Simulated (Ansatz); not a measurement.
Relaxing Li3Ta

Theory: DFT PBE, scalar-relativistic, plane waves, PAW (Ansatz).

The start puts Li3Ta on the TiAl3 (D0_22) structure type (I4/mmm, No. 139), with Ta in place of Ti, Li in place of Al, at a guessed volume.

The final relaxation ran on this input, with the default PAW datasets:

```yaml
crystal:
  lattice:
    - [-1.8745277393, 1.8745277393, 4.6776515857]
    - [1.8745277393, -1.8745277393, 4.6776515857]
    - [1.8745277393, 1.8745277393, -4.6776515857]
  atoms:
    - { symbol: Li, position: [0.5, 0.5, 0.0] }
    - { symbol: Li, position: [0.25, 0.75, 0.5] }
    - { symbol: Li, position: [0.75, 0.25, 0.5] }
    - { symbol: Ta, position: [0.0, 0.0, 0.0] }
basis:
  ecutwfc: 420
kpoints:
  mp_grid: { grid: [18, 18, 18] }
hamiltonian:
  xc: pbe
scf:
  occupations: { method: gaussian, width: 0.1 }
output:
  forces: true
  stress: true
  eigenvalues: true
  write_density: true
  write_potential: true
  elf: true
  volumetric_format: npy
relax:
  adjacent_minimum: "off"
  f_tol: 0.01
  max_steps: 80
  cell: { stress_tol: 0.05 }
```

Launched as:

```bash
ansatz run input.yaml --threads 1 --pin off --max-ram 2560MiB --backend cpu --events-out ev --progress --plain --runs-dir out
```

Time: 2.7 min on 1 thread of Arm Neoverse V1, on a shared host, peak memory 0.71 GiB.

The program printed at the end:

```
SCF converged after 4 iterations
Free energy (F): -10542.833697 eV
Harris-Foulkes:  -10542.833697 eV  (|F-HF|=1.09e-11)
Internal energy: -10542.795078 eV  (E = F + TS)
E sigma→0 (E₀):  -10542.814387 eV
Entropy (-TS):   -0.038620 eV (-9.655 meV/atom)
Fermi energy:    6.280364 eV
--- Per-component energies (eV) ---
  E_band       = -490.571905
  E_kinetic    = 428.801282
  E_local      = -1357.137969  (includes V_loc(G=0)·N_el)
  E_nonlocal   = -84.901482
  E_hartree    = 456.313997
  E_xc         = -247.109161
  E_vxc        = -240.829102  (∫ρ·V_xc dr)
  E_paw        = -8458.760116  (= ΣΔE_a)
  E_vpaw       = -149.132889  (= ΣTr[D̂ρ^β])
  E_aug_tail   = 0.000224  (compensation charges beyond the density's cutoff)
  E_ewald      = -1280.001853
  E_smearing   = -0.038620  (= −TS)
  E_closure    =  0.000000  (closes the sum)
  Σ components = -10542.833697   (vs F -10542.833697, Δ=0.00e0)
--- Forces (eV/Å), atoms counted from 1 ---
  atom   1  Li     0.00000000     0.00000000     0.00000000
  atom   2  Li     0.00000000     0.00000000     0.00000000
  atom   3  Li     0.00000000     0.00000000     0.00000000
  atom   4  Ta     0.00000000     0.00000000     0.00000000
  max |Σ_I F_I| component: 7.81e-18 eV/Å
--- Stress (GPa, compression-positive) ---
        0.025619       0.000000       0.000000
        0.000000       0.025619       0.000000
        0.000000       0.000000      -0.014127
  P = ⅓ Tr σ = 0.0124 GPa (0.124 kbar)
--- Relaxed structure (4 steps of the walk, 4 accepted, 1 SCFs on fresh bases) ---
  F+E_penalty+E_count = -10542.83369733 eV   max|allowed force component| = 2.385e-18 eV/Å   (the final SCF, on the basis selected at the relaxed cell)
  cell:  # Å, volume = 66.1358 Å³
    - [-1.879787, 1.879787, 4.679069]
    - [1.879787, -1.879787, 4.679069]
    - [1.879787, 1.879787, -4.679069]
  atoms:
    - { symbol: Li, position: [0.500000, 0.500000, 0.000000] }
    - { symbol: Li, position: [0.250000, 0.75, 0.500000] }
    - { symbol: Li, position: [0.75, 0.250000, 0.500000] }
    - { symbol: Ta, position: [0.000000, 0.000000, 0.000000] }
```

Absolute energies hang on the potentials; compare differences alone.

The result has space group I4/mmm (No. 139). Around Li on Wyckoff site b (1 atom of the primitive cell) lie 4 Ta at 2.66 Å and 8 Li at 3.00 Å; Li on Wyckoff site d (2 atoms of the primitive cell) has 4 Li at 2.66 Å, 4 Li at 3.00 Å and 4 Ta at 3.00 Å; Ta has 4 Li at 2.66 Å and 8 Li at 3.00 Å.

Against the elements it lies at 0.87 eV/atom. Energies over the elements count from the elements' standard structures at the same level, with no empirical corrections.

The k mesh leaves about 4 meV/atom of noise in metals. Spin–orbit coupling is left out.

A structure relaxed within its symmetry needn't be a true minimum.